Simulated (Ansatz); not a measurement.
# AlClFH: the cost of one run

Method: RKS B3LYP-D4/def2-TZVP, in Ansatz 0.2.0.

### 1 The system as given

Bond lengths: Al1–Cl2 2.230 Å, Al1–F3 1.690 Å, Al1–H4 1.560 Å. Angles: Cl2–Al1–F3 120.0°, Cl2–Al1–H4 120.0°, F3–Al1–H4 120.0°.

Structure file:

```xyz
4

Al    0.0000    0.0000    0.0000
Cl    0.0000    0.0000    2.2300
F     1.4635    0.0000   -0.8450
H    -1.3510    0.0000   -0.7800
```

### 2 Relaxing the start

Input file input.yaml:

```yaml
crystal:
  periodic: [false, false, false]
  atoms:
    - { symbol: Al, position_ang: [0.0, 0.0, 0.0] }
    - { symbol: Cl, position_ang: [0.0, 0.0, 2.23] }
    - { symbol: F, position_ang: [1.4635, 0.0, -0.845] }
    - { symbol: H, position_ang: [-1.351, 0.0, -0.78] }
basis:
  gaussian: { orbitals: def2-TZVP }
hamiltonian:
  xc: b3lyp
  dispersion: d4
relax:
  f_tol: 0.02
  max_steps: 40
```

Command:

```bash
> ansatz run input.yaml --threads 2 --pin off --max-ram 3072MiB --backend cpu --events-out ev --progress --plain --runs-dir out
```

Q: Estimate wall time and peak memory on 2 threads of Arm Neoverse V1, shared host.

About 8.4 s, with a peak of 0.17 GiB.
